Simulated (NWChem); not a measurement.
## Correlation energy of acetylene (C$_{2}$H$_{2}$)

SMILES: C#C
```xyz
4

C      0.0000     0.0000    -0.6043
C      0.0000     0.0000     0.6043
H      0.0000     0.0000    -1.6792
H      0.0000     0.0000     1.6792
```
Charge 0, spin multiplicity 1.

Program: NWChem. The geometry was optimised at PBE0/def2-SVP, a minimum by its harmonic frequencies.

Basis set: STO-3G. Each correlation energy counts from its own Hartree-Fock reference.

The correlated methods keep 2 core orbitals frozen. No row is a measurement; the coupled-cluster row has its own basis-set and correlation limits.

| method | correlation energy (mHa) |
|---|---|
| MP2 | ? |
| SCS-MP2 | ? |
| CCSD | -171.1 |
| CCSD+T(CCSD) | -171.7 |
| CCSD(T) | -171.7 |
| CR-CCSD[T] | -171.6 |
| CR-CCSD(T) | -171.6 |
| CCSDT | -171.8 |

Question: Complete the blanks.

Answer: 
- MP2, correlation energy (mHa): -152.0
- SCS-MP2, correlation energy (mHa): -154.8
